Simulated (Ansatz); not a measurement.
# BHOSi: the cost of one run

Method: def2-TZVPP, core rule «outside noble gas», up to 7 orbitals frozen; program: Ansatz 0.2.0, Gaussian basis.

Plan: UHF; ROHF; CCSD(T) on UHF.

2 further runs of the same task are left out: 2 set aside as unsound or not needed.

### 1 The system

The geometry is a PBE0/def2-TZVP stationary point (not a proven minimum).

4 atoms, charge 0, spin multiplicity 3.

Atoms are counted from 1 here; the program's logs count them from 0.

Bond lengths: B1–O2 1.301 Å, B1–H4 1.196 Å, O2–Si3 1.661 Å. Angles: O2–B1–H4 128.4°, B1–O2–Si3 176.8°.

### 2 UHF

Input file in.yaml:

```yaml
crystal:
  periodic: [false, false, false]
  atoms:
    - {symbol: B, position_ang: [0.000012, -0.289616, 0.856663]}
    - {symbol: O, position_ang: [-0.000018, -0.171632, -0.439229]}
    - {symbol: Si, position_ang: [0.000003, -0.114843, -2.099559]}
    - {symbol: H, position_ang: [0.000004, 0.576091, 1.682126]}
basis:
  gaussian: {orbitals: def2-TZVPP}
magnetization: {spin_polarized: true, initial_magnetization: 2}
hamiltonian: {xc: hf}
output: {orbitals: {seedname: orbitals}}
```

The run is started by

```
$ ansatz run in.yaml --threads 1 --pin off --events-out ev --progress --plain --max-ram 4096MiB --backend cpu
```

Q: Estimate wall time and peak memory on 1 thread of AMD EPYC 7R13, shared host.

About 5.5 s, with a peak of 0.27 GiB.
